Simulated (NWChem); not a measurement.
System: methylamine (CH$_{5}$N); SMILES CN

```xyz
7

C     -0.0077     0.6900     0.0000
N     -0.0967    -0.7537     0.0000
H     -0.5281     1.0968    -0.8817
H     -0.5281     1.0968     0.8817
H      1.0167     1.1197     0.0000
H      0.3764    -1.1414    -0.8133
H      0.3764    -1.1414     0.8133
```
Atoms are numbered in this order, from 1.

All runs: NWChem. Pople sets run with spherical d functions. Structure relaxed at the PBE0/def2-SVP level. Static field.

```json
[
 {"level": "PBE/6-31+G*", "isotropic polarisability (bohr³)": "22.7", "anisotropy (bohr³)": "3.7"},
 {"level": "B3LYP/6-31+G*", "isotropic polarisability (bohr³)": "22.1", "anisotropy (bohr³)": "3.1"},
 {"level": "LC-BLYP (range parameter 0.33 per bohr)/6-31+G*", "isotropic polarisability (bohr³)": "22.0", "anisotropy (bohr³)": "2.7"},
 {"level": "CAM-B3LYP/6-31+G*", "isotropic polarisability (bohr³)": "21.8", "anisotropy (bohr³)": "2.7"}
]
```
